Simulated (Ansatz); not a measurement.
# AlP2: from a trial structure to a relaxed crystal

Level of theory: DFT PBE, scalar-relativistic, plane waves, PAW in Ansatz 0.2.0.

The start puts AlP2 on the sites of a reported CdBr2 cell (P6_3mc, No. 186), with Al in place of Cd, P in place of Br, at a guessed volume.

Input of the last, converged step (default PAW datasets):

```yaml
crystal:
  lattice:
    - [3.4466713298, 0.0, 0.0]
    - [-1.7233356649, 2.9849049301, 0.0]
    - [0.0, 0.0, 9.4414572101]
  atoms:
    - { symbol: Al, position: [0.3333333333, 0.6666666667, 0.3763136945] }
    - { symbol: Al, position: [0.6666666667, 0.3333333333, 0.8763136945] }
    - { symbol: P, position: [0.3333333333, 0.6666666667, 0.0435566459] }
    - { symbol: P, position: [0.6666666667, 0.3333333333, 0.5435566459] }
    - { symbol: P, position: [0.0, 0.0, 0.2051296595] }
    - { symbol: P, position: [0.0, 0.0, 0.7051296595] }
basis:
  ecutwfc: 420
kpoints:
  mp_grid: { grid: [12, 12, 4] }
hamiltonian:
  xc: pbe
scf:
  occupations: { method: gaussian, width: 0.1 }
output:
  forces: true
  stress: true
  eigenvalues: true
relax:
  adjacent_minimum: "off"
  f_tol: 0.01
  max_steps: 80
  cell: { stress_tol: 0.05 }
```

Launched as:

```bash
ansatz run input.yaml --threads 1 --pin off --max-ram 2560MiB --backend cpu --events-out ev --progress --plain --runs-dir out
```

It took 91 s on 1 thread of Intel(R) Xeon(R) Platinum 8259CL CPU @ 2.50GHz (Skylake/Cascade Lake) (shared host), peak memory 0.45 GiB.

The program printed at the end:

```
SCF converged after 5 iterations
Free energy (F): -4097.327054 eV
Harris-Foulkes:  -4097.327054 eV  (|F-HF|=9.09e-13)
Internal energy: -4097.317329 eV  (E = F + TS)
E sigma→0 (E₀):  -4097.322191 eV
Entropy (-TS):   -0.009725 eV (-1.621 meV/atom)
Fermi energy:    9.079527 eV
--- Per-component energies (eV) ---
  E_band       = 81.068055
  E_kinetic    = 327.345253
  E_local      = -161.159571  (includes V_loc(G=0)·N_el)
  E_nonlocal   = 154.872583
  E_hartree    = 49.679114
  E_xc         = -326.079560
  E_vxc        = -302.216390  (∫ρ·V_xc dr)
  E_paw        = -3211.604323  (= ΣΔE_a)
  E_vpaw       = -37.132048  (= ΣTr[D̂ρ^β])
  E_aug_tail   = 0.000009  (compensation charges beyond the density's cutoff)
  E_ewald      = -930.370835
  E_smearing   = -0.009725  (= −TS)
  E_closure    = 0.000000  (closes the sum)
  Σ components = -4097.327054   (vs F -4097.327054, Δ=0.00e0)
--- Forces (eV/Å), atoms counted from 1 ---
  atom   1  Al     0.00000000     0.00000000    -0.00075598
  atom   2  Al     0.00000000     0.00000000    -0.00075598
  atom   3  P      0.00000000     0.00000000    -0.00024445
  atom   4  P      0.00000000     0.00000000    -0.00024445
  atom   5  P      0.00000000     0.00000000     0.00100065
  atom   6  P      0.00000000     0.00000000     0.00100065
  max |Σ_I F_I| component: 4.25e-7 eV/Å
--- Stress (GPa, compression-positive) ---
       -0.012317       0.000000       0.000000
        0.000000      -0.012317       0.000000
        0.000000       0.000000       0.016878
  P = ⅓ Tr σ = -0.0026 GPa (-0.026 kbar)
--- Relaxed structure (6 steps of the walk, 5 accepted, 1 SCFs on fresh bases) ---
  F+E_penalty+E_count = -4097.32705361 eV   max|allowed force component| = 1.001e-3 eV/Å   (the final SCF, on the basis selected at the relaxed cell)
  cell:  # Å, volume = 96.1201 Å³
    - [3.395587, 0.000000, 0.000000]
    - [-1.697793, 2.940664, 0.000000]
    - [0.000000, 0.000000, 9.626182]
  atoms:
    - { symbol: Al, position: [0.333333, 0.666667, 0.375360] }
    - { symbol: Al, position: [0.666667, 0.333333, 0.875360] }
    - { symbol: P, position: [0.333333, 0.666667, 0.045221] }
    - { symbol: P, position: [0.666667, 0.333333, 0.545221] }
    - { symbol: P, position: [0.000000, 0.000000, 0.204419] }
    - { symbol: P, position: [0.000000, 0.000000, 0.704419] }
```

Absolute energies hang on the potentials; compare differences alone.

The result has space group P6_3mc (No. 186). Around Al lie 6 P at 2.55–2.56 Å; P on Wyckoff site b (2 atoms of the primitive cell) has 3 P at 2.49 Å and 3 Al at 2.55 Å; P on Wyckoff site a (2 atoms of the primitive cell) has 3 P at 2.49 Å and 3 Al at 2.56 Å.

Against the elements it lies at 0.06 eV/atom. Energies over the elements count from the elements' standard structures at the same level, with no empirical corrections.

For metals, differences of a few meV/atom aren't resolved.

A structure relaxed within its symmetry needn't be a true minimum.